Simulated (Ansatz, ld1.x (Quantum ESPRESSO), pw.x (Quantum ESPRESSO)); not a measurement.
**From atom to crystal: TM potential for boron (B)**

ld1.x (Quantum ESPRESSO) 7.5 input, shortened:

```
&input
   title='B', zed=5., rel=1, dft='PW', iswitch=3,
   config='[He] 2s2 2p1 3d-2'
 /
 &inputp
   pseudotype=2, tm=.true., lloc=1,
   nlcc=.false.
 /
3
2S  1  0   2.00   0.00  1.50  1.50  0.0
3D  3  2  -2.00   0.10  3.00  3.00  0.0
2P  2  1   1.00   0.00  3.55  3.55  0.0
 &test
   configts(1)='2s2 2p1'
 /
```

Crystal test: diamond B in pw.x 7.5, no spin, 11³ k-points, Fermi–Dirac smearing 0.01 Ry, cutoffs 60/240 Ry. The reference is all-electron LAPW (Ansatz 0.2.0) with the same functional, mesh and smearing; V0 and B0 come from Birch–Murnaghan fits to the pressures at five volumes. Errors are pseudo minus all-electron; Δ is the rms difference of the E(V) curves that follow from these fits, minima aligned, over ±6 % about the mean V0. Mesh and smearing are coarse, so the numbers serve the comparison and aren't converged zero-temperature values; the lattice is a test structure that the element need not adopt.

All-electron: a0 = 4.003 Å (V0 = 8.02 Å³/atom), B0 = 189.6 GPa.

Task: How far does the potential miss the all-electron equation of state?

Result: mean pressure error (GPa): -20.32. The pressure does not cross zero within the volumes sampled, so no fit is given. The largest radius (3.55 bohr) exceeds half the bond length (1.64 bohr), so the spheres overlap, which is one possible source of error among others. This is a poor potential for the solid. Atomic configuration tests: 1 of 9 tests not solved or not reliable.

| V (Å³/atom) | P all-electron (GPa) | P pseudo (GPa) |
| --- | --- | --- |
| 7.621 | 10.51 | -6.91 |
| 7.821 | 4.90 | -14.75 |
| 8.022 | -0.11 | -21.14 |
| 8.223 | -4.58 | -26.29 |
| 8.423 | -8.58 | -30.39 |

Task: At the middle volume, how do free energy and pressure move when the wave cutoff is lowered (ecutrho kept at four times it)?

Result:

```csv
cutoff (Ry),shift of F (meV/atom),shift of P (GPa)
27,+19.3,+0.15
36,+17.2,+0.03
48,+6.0,-0.33
```

Input at the middle volume:

```
&control
  calculation='scf', prefix='x', pseudo_dir='./', outdir='./tmp', tstress=.true., disk_io='none'
/
&system
  ibrav=0, nat=2, ntyp=1, ecutwfc=60, ecutrho=240, nbnd=10,
  occupations='smearing', smearing='fd', degauss=0.01
/
&electrons
  conv_thr=1e-09, mixing_beta=0.4, electron_maxstep=70
/
ATOMIC_SPECIES
B 1.0 B.UPF
CELL_PARAMETERS angstrom
  0.00000000 2.00183166 2.00183166
  2.00183166 0.00000000 2.00183166
  2.00183166 2.00183166 0.00000000
ATOMIC_POSITIONS crystal
B 0.0000 0.0000 0.0000
B 0.2500 0.2500 0.2500
K_POINTS automatic
11 11 11 0 0 0
```

```bash
pw.x < B.scf.in > B.scf.out
```

Lines of the output:

```
Message from routine setup:
     using ibrav=0 with symmetry is DISCOURAGED, use correct ibrav instead
     lattice parameter (alat)  =       5.3498  a.u.
     unit-cell volume          =     108.2703 (a.u.)^3
     number of electrons       =         6.00
     number of Kohn-Sham states=           10
     kinetic-energy cutoff     =      60.0000  Ry
     charge density cutoff     =     240.0000  Ry
     scf convergence threshold =      1.0E-09
     Exchange-correlation= PW
     number of k points=    56  Fermi-Dirac smearing, width (Ry)=  0.0100
     iteration #  1     ecut=    60.00 Ry     beta= 0.40
     total energy              =     -11.05472924 Ry
     estimated scf accuracy    <       0.07086175 Ry
     iteration #  2     ecut=    60.00 Ry     beta= 0.40
     total energy              =     -11.04995633 Ry
     estimated scf accuracy    <       0.02165078 Ry
     iteration #  3     ecut=    60.00 Ry     beta= 0.40
     total energy              =     -11.05100730 Ry
     estimated scf accuracy    <       0.00016683 Ry
     iteration #  4     ecut=    60.00 Ry     beta= 0.40
     total energy              =     -11.05102137 Ry
     estimated scf accuracy    <       0.00001038 Ry
     iteration #  5     ecut=    60.00 Ry     beta= 0.40
     total energy              =     -11.05102187 Ry
     estimated scf accuracy    <       0.00000041 Ry
     iteration #  6     ecut=    60.00 Ry     beta= 0.40
     total energy              =     -11.05102189 Ry
     estimated scf accuracy    <          7.5E-09 Ry
     iteration #  7     ecut=    60.00 Ry     beta= 0.40
     the Fermi energy is     6.6879 ev
!    total energy              =     -11.05102189 Ry
     estimated scf accuracy    <          1.5E-11 Ry
     smearing contrib. (-TS)   =      -0.00439391 Ry
     The total energy is F=E-TS. E is the sum of the following terms:
     one-electron contribution =       5.43053894 Ry
     hartree contribution      =       0.58643987 Ry
     xc contribution           =      -4.24777546 Ry
     ewald contribution        =     -12.81583132 Ry
     convergence has been achieved in   7 iterations
          total   stress  (Ry/bohr**3)                   (kbar)     P=     -211.38
     Message from routine punch:
     Nothing written, as per user request (disk_io='none')
```

The run at the middle volume (56 k-points, 7 iterations) took about 4.7 s on one core of a shared host (Neoverse-V1, 32 threads, 247 GiB, load 20).
